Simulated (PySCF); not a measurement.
Compound: C4H7F.
Z-matrix (Å and degrees, PBE0-D3(BJ)/def2-SVP geometry), rows numbered from 1:
```
C 
C   1  1.4967
F   2  1.3684  1  111.44
C   2  1.4899  1  122.64  3  -142.80
C   2  1.4898  1  122.85  3   142.91
H   1  1.1006  2  110.42  3    61.09
H   1  1.0985  2  110.75  3  -178.78
H   1  1.1006  2  110.31  3   -58.72
H   4  1.0925  2  116.42  5  -107.40
H   4  1.0934  2  118.62  5   108.65
H   5  1.0926  2  116.19  4   107.36
H   5  1.0933  2  118.81  4  -108.71
```

The closed-shell ground state was solved at several levels (PySCF, density fitting, gas phase, non-relativistic).

| level | basis functions | total energy (Eh) | HOMO (eV) | LUMO (eV) | gap (eV) | dipole (D) |
| --- | --- | --- | --- | --- | --- | --- |
| PBE0/def2-SVPD | 159 | -255.9935 | -7.92 | 0.79 | 8.71 | 1.80 |
| B3LYP/pcJ-1 | 205 | -256.4624 | -7.61 | 1.20 | 8.81 | 1.68 |
| PBE0/pcSseg-1 | 120 | -256.1363 | -7.84 | 1.49 | 9.33 | 1.70 |

Task: Estimate the row for PBE0/pcSseg-2, a basis of 278 functions; the other rows only guide the guess.

Result: Total energy -256.2647 Eh, HOMO -7.85 eV, LUMO 0.68 eV, gap 8.53 eV, dipole 1.74 D.

Task: Over all these levels, which gives the widest orbital gap and which the narrowest?

Result: PBE0/pcSseg-1 has the widest, 9.33 eV, and PBE0/pcSseg-2 the narrowest, 8.53 eV. The two share the functional. From the narrowest to the widest the HOMO moves by +0.01 eV and the LUMO by +0.81 eV.

Task: How much does the basis alone move the frontier levels among the 3 PBE0 rows (the withheld one included)?

Result: The HOMO by 0.08 eV and the LUMO by 0.81 eV. By rising basis size (HOMO, LUMO in eV): pcSseg-1 -7.84, 1.49; def2-SVPD -7.92, 0.79; pcSseg-2 -7.85, 0.68.

Task: How far do the dipole and the HOMO energy spread over the levels?

Result: The dipole runs from 1.68 to 1.80 D (mean 1.73 D) and the HOMO from -7.92 to -7.61 eV.
